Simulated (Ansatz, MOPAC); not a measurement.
## A ladder of methods for C2H2F2 (SMILES C=C(F)F)

C2H2F2, singlet, SMILES `C=C(F)F`. Each level relaxes the structure for itself.

Each level gives the zero-point energy at each level's own minimum (kJ/mol). The values are calculated.

```tsv
level	kind	program	value (kJ/mol)
MNDO	semi-empirical	MOPAC	105.3
MNDOD	semi-empirical	MOPAC	105.3
PM3	semi-empirical	MOPAC	98.4
RM1	semi-empirical	MOPAC	99.8
HF/STO-3G	Hartree–Fock	Ansatz	111.2
HF/3-21G	Hartree–Fock	Ansatz	105.5
HF/6-31G* (Cartesian functions)	Hartree–Fock	Ansatz	104.7
PBE/def2-SVP	GGA	Ansatz	93.7
PBE-D3(BJ)/def2-TZVP	GGA	Ansatz	93.1
PBE0-D4/def2-TZVP	global hybrid	Ansatz	96.9
```

Harmonic and unscaled. The values span 93.1 to 111.2 kJ/mol.
